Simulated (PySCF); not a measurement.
Shieldings and the share of exact exchange

Molecule: `C=CCC1=CC1`, C6H8.

Mapped SMILES: `[CH2:1]=[CH:2][CH2:3][C:4]1=[CH:5][CH2:6]1`. Each H is labelled by its parent atom. Ha(C1) is cis to C3; Hb(C1) is trans to C3.

GIAO shieldings (ppm, equivalent atoms averaged) in PySCF on the PBE0-D3(BJ)/def2-SVP geometry, basis pcSseg-1, gas phase, non-relativistic:

```tsv
functional	exact exchange (%)	σ(C3)	σ(C6)
BLYP	0	135.1	163.8
BP86	0	140.3	167.8
PBE	0	140.5	168.1
PBE0	25	147.4	174.2
mPW1PW91	25	146.8	173.3
BHandHLYP	50	148.7	176.3
HF	100	159.9	186.9
```

Problem. Fit each shielding as a line in the percentage of exact exchange.

Solution. σ(C3) = 139.6 + 0.21 x (rms 2.2 ppm); σ(C6) = 167.2 + 0.20 x (rms 1.6 ppm). The functionals also differ in their semilocal parts, which the line can't hold; Hartree–Fock has no correlation at all.

Problem. What does the line predict for B3LYP (20 %), and what does the run give?

Solution. σ(C3): 143.8 predicted, 141.2 computed; σ(C6): 171.2 predicted, 169.3 computed ppm.
